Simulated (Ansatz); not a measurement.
Reaction: C2H2O (SMILES C#CO) → C2H (SMILES [C]#C, doublet) + HO (SMILES [OH], doublet) (the C-O bond breaks)
Each species at its own B3LYP-D3(BJ)/def2-TZVP minimum (Ansatz, an electronic-structure program), one conformer.

Wanted: bond dissociation energy (electronic), in kJ/mol. Open shells are spin-unrestricted; no spin-orbit coupling. CBS(X,Y): correlation extrapolated as X^-3, Hartree-Fock from the larger set (Q,5: extrapolated as (X+1)exp(-9√X)). A bracket is a step between two methods taken in the basis named. Functionals run without relativity, which enters their misses. 'core' is core correlation in cc-pwCVTZ, 'X2C' scalar relativity in cc-pVTZ-DK, both at CCSD(T). The UHF reference of C2H ([C]#C, doublet) is spin-contaminated (<S^2> up to 0.36 over the pure value in the sets run).

CCSD(T)/CBS(cc-pVQZ,cc-pV5Z) + [CCSDT(Q) - CCSD(T)]/cc-pVTZ + core + X2C (Ansatz) gives 529.0 kJ/mol.

**Question.** How far off this value is PBE/def2-TZVPD (Ansatz), in which direction, and how far these levels: r2SCAN/def2-TZVPD, PBE0/def2-TZVPD, CCSD(T)/CBS(cc-pVQZ,cc-pV5Z) + core + X2C?

**Answer.** PBE gives 556.7 kJ/mol, 27.7 kJ/mol above it. Differences of the others: r2SCAN/def2-TZVPD (Ansatz) -8.0; PBE0/def2-TZVPD (Ansatz) 10.0; CCSD(T)/CBS(cc-pVQZ,cc-pV5Z) + core + X2C (Ansatz) 3.7 kJ/mol.
